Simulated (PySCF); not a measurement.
Compound: C₃H₆FN.
SMILES: `FC1CNC1`

Method used: EOM-IP-CCSD/aug-cc-pVDZ in PySCF, restricted Hartree–Fock reference, frozen core, non-relativistic, gas phase, PBE0-D3(BJ)/def2-SVP geometry.

The vertical ionisation energies are 8.95, 11.32, 12.04, 13.37, 14.33, 14.48, 15.30, 16.02 eV.

Problem. Which Hartree–Fock orbital leads each hole, and what is its Koopmans value −ε?

Solution. 
```tsv
leading hole (HF orbital)	Koopmans (eV)	EOM-IP-CCSD (eV)	change (eV)	one-hole share
HOMO	10.24	8.95	-1.29	0.95
HOMO-1	12.47	11.32	-1.15	0.96
HOMO-2	13.38	12.04	-1.34	0.96
HOMO-3	14.63	13.37	-1.26	0.95
HOMO-4	15.41	14.33	-1.08	0.96
HOMO-5	15.94	14.48	-1.46	0.95
HOMO-6	17.46	15.30	-2.16	0.95
HOMO-7	18.43	16.02	-2.41	0.94
```

Problem. Does the order of the lines follow the orbital energies?

Solution. Yes, no two lines change places. The corrections run from -2.41 to -1.08 eV, with a mean of -1.52 eV over the 8 lines; no line lies above its Koopmans value. Koopmans values leave out both the relaxation of the orbitals and the change in correlation energy.

Problem. At what kinetic energies would He I light (21.22 eV) eject these electrons?

Solution. 12.27 eV (HOMO), 9.90 eV (HOMO-1), 9.18 eV (HOMO-2), 7.85 eV (HOMO-3), 6.89 eV (HOMO-4), 6.74 eV (HOMO-5), 5.92 eV (HOMO-6), 5.20 eV (HOMO-7).

Lines less than 0.15 eV apart could change places at a higher level. One root was sought for each valence orbital with −ε under 21 eV, eight at most, so deeper holes and satellites are missing; no vibrational structure.

One conformer stands for the species.
